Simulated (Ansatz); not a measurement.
System: tetradymite Bi2Se3. Method: PBE0 in Ansatz (plane waves, PAW).

Numerical settings: plane-wave cutoff 460 eV, 6×6×6 k mesh, Fermi–Dirac smearing 0.01 eV, scalar-relativistic PAW data made under PBE.

Cell (measured lattice):

```cif
data_Bi6Se9
_chemical_formula_sum 'Bi6 Se9'
_space_group_name_H-M_alt 'R-3m :H'
_space_group_IT_number 166
_space_group_name_Hall '-R 3 2"'
_cell_length_a 4.14300
_cell_length_b 4.14300
_cell_length_c 28.63600
_cell_angle_alpha 90.000
_cell_angle_beta 90.000
_cell_angle_gamma 120.000
loop_
_atom_site_label
_atom_site_type_symbol
_atom_site_symmetry_multiplicity
_atom_site_Wyckoff_symbol
_atom_site_fract_x
_atom_site_fract_y
_atom_site_fract_z
_atom_site_occupancy
Bi1 Bi 6 c 0.00000 0.00000 0.40080 1
Se1 Se 3 a 0.00000 0.00000 0.00000 1
Se2 Se 6 c 0.00000 0.00000 0.21170 1
```
(The calculation used a cell of 5 atoms; values per cell refer to that cell.)

Question: Estimate the band gap that the calculation returns.

Answer: 
* **band gap**: 1.17 eV (on the SCF k mesh)

Measured, for comparison: band gap 0.3 eV (temperature not stated, not corrected to a static lattice; as tabulated in Park and Ryu (2016), arXiv:1610.06451).

Note: cell and atoms aren't relaxed at this level (largest force component 0.20 eV/Å, pressure 0.6 GPa).

Spin–orbit coupling is not included; with these elements it can move the gap by several tenths of an eV or more.

The computed numbers hold no vibrational or temperature effects.

Ansatz is a first-principles code.
